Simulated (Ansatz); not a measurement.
# N₂H+: geometry and frequencies at several levels

Wanted for N₂H+: geometry and frequencies at several levels. Charge +1.

Method: the levels named in each step, in Ansatz 0.2.0.

### 1 The starting structure

Bond lengths: N1–N2 1.080 Å, N2–H3 1.030 Å. Angles: N1–N2–H3 180.0°.

Coordinates:

```xyz
3

N     0.0000    0.0000   -1.0636
N     0.0000    0.0000    0.0166
H     0.0000    0.0000    1.0470
```

### 2 A rough first relaxation, PBE-D4/def2-SVP

input.yaml

```yaml
crystal:
  periodic: [false, false, false]
  atoms:
    - { symbol: "N", position_ang: [0.0, 0.0, -1.0636] }
    - { symbol: "N", position_ang: [0.0, 0.0, 0.0166] }
    - { symbol: H, position_ang: [0.0, 0.0, 1.047] }
total_charge: 1
basis:
  gaussian: { orbitals: def2-SVP }
hamiltonian:
  xc: pbe
  dispersion: d4
relax:
  f_tol: 0.03
  max_steps: 200
```

The run is started by

```
$ ansatz run input.yaml --threads 1 --pin off --max-ram 2560MiB --backend cpu --events-out ev --progress --plain --runs-dir out
```

After this run come: Relaxation, HF/STO-3G; Frequencies, HF/STO-3G; Relaxation, HF/6-31G*; Frequencies, HF/6-31G*; Relaxation, LDA/def2-SVP; Frequencies, LDA/def2-SVP; Relaxation, PBE-D4/def2-SVP; Frequencies, PBE-D4/def2-SVP; Relaxation, PBE0-D4/def2-TZVPP; Relaxation, MP2/def2-TZVPP; Frequencies, MP2/def2-TZVPP.

**Question.** What will these runs give? Wanted: N1–N2 at MP2/def2-TZVPP; frequencies at MP2/def2-TZVPP.

**Answer**, as computed:

```
                     quantity             value
      N1–N2 at MP2/def2-TZVPP           1.107 Å
frequencies at MP2/def2-TZVPP  706 to 3394 cm⁻¹
```

The N–N distance spreads over 0.069 Å, from HF/6-31G* (shortest) to HF/STO-3G. No mode is imaginary, so the geometry is a minimum.
